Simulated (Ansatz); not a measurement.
## Structure relaxation of BaBi

Method: DFT PBE, scalar-relativistic, plane waves, PAW (Ansatz 0.2.0). Cutoff 420 eV, Γ-centred k mesh, Gaussian smearing, no spin polarisation in the final step.

The start puts BaBi on the caesium chloride structure type (Pm-3m, No. 221), with Ba in place of Cs, Bi in place of Cl, at a guessed volume.

```
CELL_PARAMETERS angstrom
4.12636 0.00000 0.00000
0.00000 4.12636 0.00000
0.00000 0.00000 4.12636
ATOMIC_POSITIONS crystal
Ba 0.00000 0.00000 0.00000
Bi 0.50000 0.50000 0.50000
```

Cell and atoms relax at zero pressure; the relaxation can't lower the symmetry of the start. After a coarse first stage the cell is made exact in the group found at 0.06 Å.

The zero of energy is the elements' standard structures at the same level; no fitted shifts are applied.

Q: Describe the relaxed structure.

A: It keeps Pm-3m (No. 221). The result has the caesium chloride structure. Conventional cell: a = 4.326 Å. Ba has 8 Bi at 3.75 Å and 6 Ba at 4.33 Å; around Bi lie 8 Ba at 3.75 Å and 6 Bi at 4.33 Å.

```xyz
2
Lattice="4.3264 0.0000 0.0000 0.0000 4.3264 0.0000 0.0000 0.0000 4.3264" Properties=species:S:1:pos:R:3 pbc="T T T"
Ba    0.0000    0.0000    0.0000
Bi    2.1632    2.1632    2.1632
```

Q: What are its volume, energy, density and gap?

A: The volume per atom is 40.49 Å³, the density is 7.10 g/cm³ and the energy over the elements is -0.77 eV/atom. The gap on the 14×14×14 mesh is 0 eV (a metal).

The final run used a 14×14×14 mesh on its 2-atom cell and 0.10 eV smearing. For metals, differences of a few meV/atom aren't resolved. Spin–orbit coupling is left out. Symmetry constrained the relaxation, so the result can be a saddle point.

Cost: 3 runs of about 0.53 core-minutes in all, on Arm Neoverse V2 (shared hosts).